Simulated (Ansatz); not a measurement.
Mulliken charges of `FCC(=S)S` from r2SCAN/def2-TZVPP in Ansatz (PBE0-D4/def2-TZVP geometry).

```tsv
atom	x (Å)	y (Å)	z (Å)	charge (e)
F1	0.195	-0.284	1.589	-0.238
C2	0.678	0.260	0.418	0.174
C3	-0.213	0.043	-0.780	0.049
S4	0.254	0.622	-2.223	-0.248
S5	-1.695	-0.805	-0.576	-0.003
H6	0.801	1.336	0.565	0.073
H7	1.652	-0.187	0.208	0.073
H8	-1.581	-1.042	0.744	0.120
```

Problem. By hand: the dipole of these point charges (1 e Å = 4.8032 D).

Solution. Σ q r = (-0.007, -0.078, 0.355) e Å, of length 0.364 e Å = 1.75 D.

Problem. How does the dipole of the full density compare? (Estimate.)

Solution. Ansatz gave: (0.011, -0.078, 0.393) e Å, 1.93 D; the point charges give 0.91 times that, at 3° from its direction.

Point charges leave out the atoms' own dipoles, such as those of lone pairs, and Mulliken's split depends on the basis, so the close match here is no proof of good charges.
